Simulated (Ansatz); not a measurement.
A nudged elastic band was laid between two geometries of H3N + H4OSi (10 atoms, charge 0, multiplicity 1).

Theory: RHF/def2-SVP in Ansatz 0.2.0.

```yaml
movable_images: 7
climbing_image: yes
spring: 5.0 eV/Å²
optimiser: quadratic models (default)
start_path: through a guess of the saddle point
force_threshold: 0.05 eV/Å
iteration_limit: 60
end_points: relaxed
```

First end point:

```xyz
10
Properties=species:S:1:pos:R:3
Si -0.306 -0.532 -0.250
H -0.585 -0.796 1.182
O 1.310 -0.287 -0.508
H 1.931 -0.986 -0.378
H -1.000 0.696 -0.675
H -0.797 -1.689 -1.035
N 1.738 2.459 1.414
H 1.890 1.722 0.745
H 1.091 3.109 1.001
H 1.278 2.049 2.209
```

Last end point:

```xyz
10
Properties=species:S:1:pos:R:3
Si 0.176 0.598 -0.661
H 1.673 -0.531 2.787
O 1.207 -0.443 0.116
H 1.221 -1.358 -0.117
H 0.544 0.667 -2.094
H -1.209 0.094 -0.516
N 0.263 2.175 -0.009
H -0.119 2.382 0.894
H 1.038 2.774 -0.219
H 1.755 -0.613 3.526
```

Task: Which bonds break or form, and what moves?

Result: Bonds broken: Si1–H2, N7–H10. Bonds formed: Si1–N7, H2–H10. H3N + H4OSi becomes H2 + H5NOSi.

Task: What energy profile does the band end with?

Result: It converged. The highest image is number 3 of 0 to 8, 2.32 eV above the first end and 2.51 eV above the last; the last end lies 0.19 eV below the first. Beside the main top the profile has a ripple of under 15 meV (maxima at images 3, 5), which may be a very shallow well or noise. Neighbouring images differ by up to 2.5 eV, so the band resolves the path poorly. A vibrational analysis at the climbing image gives one clearly imaginary mode, 880i cm⁻¹: a first-order saddle point. The orbitals stay closed-shell, which can raise the energy where a bond breaks towards radicals; this wasn't checked here.

```json
{"image": "0", "path coordinate (Å)": "0.00", "energy (eV)": "0.00", "Si1–H2 (Å)": "1.48", "N7–H10 (Å)": "1.01", "Si1–N7 (Å)": "3.99"}
{"image": "1", "path coordinate (Å)": "2.39", "energy (eV)": "0.08", "Si1–H2 (Å)": "1.48", "N7–H10 (Å)": "1.01", "Si1–N7 (Å)": "4.02"}
{"image": "2", "path coordinate (Å)": "4.79", "energy (eV)": "0.20", "Si1–H2 (Å)": "1.48", "N7–H10 (Å)": "1.00", "Si1–N7 (Å)": "2.76"}
{"image": "3", "path coordinate (Å)": "7.18", "energy (eV)": "2.32", "Si1–H2 (Å)": "2.30", "N7–H10 (Å)": "1.10", "Si1–N7 (Å)": "1.87"}
{"image": "4", "path coordinate (Å)": "8.76", "energy (eV)": "-0.14", "Si1–H2 (Å)": "3.44", "N7–H10 (Å)": "2.52", "Si1–N7 (Å)": "1.72"}
{"image": "5", "path coordinate (Å)": "10.35", "energy (eV)": "-0.14", "Si1–H2 (Å)": "4.56", "N7–H10 (Å)": "3.17", "Si1–N7 (Å)": "1.72"}
{"image": "6", "path coordinate (Å)": "11.93", "energy (eV)": "-0.14", "Si1–H2 (Å)": "4.20", "N7–H10 (Å)": "3.46", "Si1–N7 (Å)": "1.71"}
{"image": "7", "path coordinate (Å)": "13.52", "energy (eV)": "-0.18", "Si1–H2 (Å)": "3.56", "N7–H10 (Å)": "3.96", "Si1–N7 (Å)": "1.71"}
{"image": "8", "path coordinate (Å)": "15.10", "energy (eV)": "-0.19", "Si1–H2 (Å)": "3.93", "N7–H10 (Å)": "4.74", "Si1–N7 (Å)": "1.71"}
```

Task: What is the geometry of the highest image?

Result: 
```xyz
10
Properties=species:S:1:pos:R:3
Si 0.244 0.359 -0.332
H 0.728 -0.601 1.703
O 1.499 -0.585 -0.773
H 1.745 -1.198 -0.092
H 0.063 1.256 -1.498
H -1.082 -0.153 0.014
N 0.762 1.594 0.972
H 1.664 2.016 0.807
H 0.092 2.306 1.224
H 0.834 0.750 1.680
```

Run time: 2.7 min on 2 threads of Arm Neoverse V2 (shared host), peak memory 0.14 GiB.
